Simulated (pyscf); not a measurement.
Structures and frequencies: ωB97X-D3(BJ)/def2-SVP in PySCF.

Problem. For HO–Si(OH)(OH)–OH + HO–SiH₃ -> HO–SiH₂–O–Si(OH)(OH)–OH + H₂, a four-centre exchange (singlet surface; H–O, H–Si broken, O–Si, H–H formed), PBE/def2-TZVP gives ΔE‡ = 115.0 kJ/mol and ΔE = -101.3 kJ/mol (zero: the separated reactants). In which direction and how far do r²SCAN/def2-TZVP, M06-2X/def2-TZVP, ωB97M-D3(BJ)/def2-TZVP move these?

Solution. r²SCAN: ΔE‡ = 115.3 kJ/mol, ΔE = -118.3 kJ/mol; M06-2X: ΔE‡ = 128.1 kJ/mol, ΔE = -128.1 kJ/mol; ωB97M-D3(BJ): ΔE‡ = 125.7 kJ/mol, ΔE = -115.0 kJ/mol. PBE's barrier matches one of them and lies within 13.1 kJ/mol of the others. Its reaction energy lies over all of them, by 13.7 to 26.7 kJ/mol. On the reactant side the descent ends in a complex (not fully relaxed), 24.8 kJ/mol under the separated species and 147.0 kJ/mol under the saddle at ωB97X-D3(BJ)/def2-TZVP. One saddle was located; it need not be the lowest between these sides.
